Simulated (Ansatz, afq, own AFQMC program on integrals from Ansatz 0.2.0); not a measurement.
## GeNH₃, singlet in cc-pVDZ along one coordinate

```json
{"atom": "Ge", "x (Å)": "0.0000", "y (Å)": "0.0136", "z (Å)": "0.2703"}
{"atom": "N", "x (Å)": "0.0000", "y (Å)": "-0.1285", "z (Å)": "-1.4273"}
{"atom": "H", "x (Å)": "0.0000", "y (Å)": "1.2926", "z (Å)": "1.1326"}
{"atom": "H", "x (Å)": "0.0000", "y (Å)": "-1.2745", "z (Å)": "1.0940"}
{"atom": "H", "x (Å)": "0.0000", "y (Å)": "0.7906", "z (Å)": "-1.8701"}
```

The Ge1–N2 distance is changed with both sides rigid. Energies in kcal/mol count from this geometry (1.703 Å) at the same level; the start stands on RHF, each point on the determinant named.

Basis cc-pVDZ. Noble-gas cores (and the filled d shells of Ga–Kr and In–Xe) are frozen. Ansatz 0.2.0 and our own AFQMC program on the same integrals; the CISD trial comes from CCSD amplitudes, and released means the phaseless constraint is let go. ± is one standard error of the sampling. No spin–orbit coupling.

Cautions, each for one point or more: (T) is large; cluster runs in doubt by the program's own checks; higher spins were not checked; inner d shell frozen; no relativity below Rb; no spin-orbit coupling; raised T1 diagnostic; restricted determinant unstable towards unrestricted; strong correlation.

| r(Ge1–N2) / Å | det. | T1 | weight | CCSD(T) | ph-AFQMC/CISD | PBE | B3LYP |
| --- | --- | --- | --- | --- | --- | --- | --- |
| 1.566 | RHF | 0.018 | 0.87 | 15.0 | 14.5 ± 0.6 | 13.8 | 12.6 |
| 1.903 | RHF | 0.033 | 0.83 | 7.1 | 6.5 ± 0.9 | 8.3 | 10.2 |
| 2.372 | RHF¶ | 0.160 | 0.48 | 47.8 | 53.4 ± 0.9 | 58.6§ | 59.9§ |

Weight is that of the determinant in the CISD state; at the start T1 is 0.022 and the weight 0.86. ¶ marks points with a poor determinant and no full CI, where no value is sure; they don't count among the departures. § marks a functional whose ⟨S²⟩ is too high by over 0.1. Largest departures from phaseless AFQMC with a CISD trial: CCSD(T) 0.6 kcal/mol at 1.903 (on RHF) (within the noise), PBE 1.8 kcal/mol at 1.903, B3LYP 3.7 kcal/mol at 1.903. The walk's constraint bias lies outside its error bars, so these are departures and not errors. Functionals count only at points shown to share the start's state and spin. In this small basis the wave-function levels are far from their limit, so their gap to the functionals isn't the functionals' error.

Some points may be missing: those where a free walk finds a much lower state, and past Zn most of those on another determinant than at the start.

A walk keeps the symmetry of its determinant, which the program's search chose and which needn't be the lowest solution, so a lower state of the same spin and another symmetry isn't excluded.
